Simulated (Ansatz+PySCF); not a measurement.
Values are calculated unless marked as measured or tabulated.
A run of Ansatz (development build ahead of 0.2.0) on doublet C₃H₂N at this shape:

```xyz
6

C    -0.0088   -0.0049   -1.0963
C     0.0064    0.1783    0.1993
C     0.0038    0.0365    1.5173
N     0.0034   -0.0436    2.6860
H    -0.0099   -1.0010   -1.5261
H     0.0057    0.8413   -1.7933
```

Its results:

| Item | Value |
| --- | --- |
| Converged | yes |
| Reference energy | -169.19206 hartree |
| Correlation energy | -0.56763 hartree |
| Total energy | -169.75969 hartree |
| Spin squared of the determinant | 1.398 |
| Stability test | minimum |

Forces (eV/Å):
| atom | Fx | Fy | Fz |
| --- | --- | --- | --- |
| C1 | 0.151 | 0.587 | 1.903 |
| C2 | -0.084 | 0.019 | -4.014 |
| C3 | 0.017 | -0.585 | 5.780 |
| N4 | -0.004 | 0.313 | -4.107 |
| H5 | -0.040 | 0.016 | 0.063 |
| H6 | -0.040 | -0.350 | 0.375 |

**Question.** Which input gives this output? Name the method, the orbitals and the basis set, and write the input.

**Answer.** UHF-MP2 in cc-pVTZ.

```yaml
crystal:
  periodic: [false, false, false]
  atoms:
    - { symbol: C, position_ang: [-0.00882, -0.00491, -1.09629] }
    - { symbol: C, position_ang: [0.00638, 0.1783, 0.19928] }
    - { symbol: C, position_ang: [0.00376, 0.03646, 1.51726] }
    - { symbol: "N", position_ang: [0.00345, -0.04362, 2.68596] }
    - { symbol: H, position_ang: [-0.00987, -1.00102, -1.52611] }
    - { symbol: H, position_ang: [0.00573, 0.84134, -1.79331] }
basis:
  gaussian: { orbitals: cc-pVTZ }
magnetization:
  spin_polarized: true
  initial_magnetization: 1
hamiltonian:
  xc: hf
correlation:
  method: mp2
  frozen_orbitals: { C: 1, H: 0, "N": 1 }
output:
  forces: true
```

Caution: the unrestricted determinant is spin contaminated; forces differ strongly between restricted and unrestricted references.
